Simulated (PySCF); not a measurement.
2-chloro-1,1-difluoroethane, C2H3ClF2.
SMILES: `FC(F)CCl`

The closed-shell SCF was solved with PySCF and density fitting under several settings on one GFN2-xTB geometry (grid level 2 and gas phase unless stated).

```json
{"settings": "PBE0/pcSseg-1", "basis functions": "107", "SCF cycles": "12", "E (Eh)": "-737.4258", "HOMO (eV)": "-9.02", "LUMO (eV)": "0.35", "dipole (D)": "1.37"}
{"settings": "PBE0/def2-SVPD", "basis functions": "137", "SCF cycles": "12", "E (Eh)": "-737.1417", "HOMO (eV)": "-9.10", "LUMO (eV)": "-0.01", "dipole (D)": "1.38"}
```

Q: Estimate the rows for these settings: (1) PBE0/Sadlej pVTZ, damping 0.2 at the start, DIIS from the seventh cycle; (2) PBE0/ANO-RCC-VDZP.

A: 
```csv
settings,basis functions,SCF cycles,E (Eh),HOMO (eV),LUMO (eV),dipole (D)
"PBE0/Sadlej pVTZ, damping 0.2 at the start, DIIS from the seventh cycle",155,14,-737.5669,-9.02,-0.18,1.35
PBE0/ANO-RCC-VDZP,89,12,-737.1966,-9.06,0.04,1.46
```

Q: Over all rows, what range does the HOMO–LUMO gap span?

A: From 8.84 eV (PBE0/Sadlej pVTZ, damping 0.2 at the start, DIIS from the seventh cycle) to 9.37 eV (PBE0/pcSseg-1).

Q: Compare two rows with the functional PBE0: PBE0/pcSseg-1 and PBE0/def2-SVPD. Which energy is lower, and by how much?

A: PBE0/pcSseg-1 (107 functions) lies 0.2841 Eh or 178 kcal/mol below PBE0/def2-SVPD (137 functions). The smaller set gives the lower energy; the two sets aren't nested, so the variational bound doesn't order them by size.

Whole jobs, the steps after the SCF included, on one thread, Arm Neoverse N1 (aarch64), on a shared host:

```tsv
settings	work after the SCF	wall time	peak memory
PBE0/pcSseg-1	shieldings, charges and field gradients, density and orbital grids written	15 s	0.48 GiB
PBE0/def2-SVPD	6 singlets by full TDDFT, 2 Tamm–Dancoff triplets, polarisability, density and orbital grids written	18 s	0.57 GiB
PBE0/Sadlej pVTZ, damping 0.2 at the start, DIIS from the seventh cycle	spin–spin couplings from 7 perturbed nuclei	36 s	0.66 GiB
PBE0/ANO-RCC-VDZP	shieldings, charges and field gradients	16 s	0.48 GiB
```

Cycle counts include a coarse-grid stage where the run had one. ANO-RCC sets were contracted for a scalar-relativistic Hamiltonian, but ran non-relativistically here.

Conformer computed: `[F:1][CH:2]([F:3])[CH2:4][Cl:5]`: F1–C2–C4–Cl5 78°.

One conformer stands for the species.
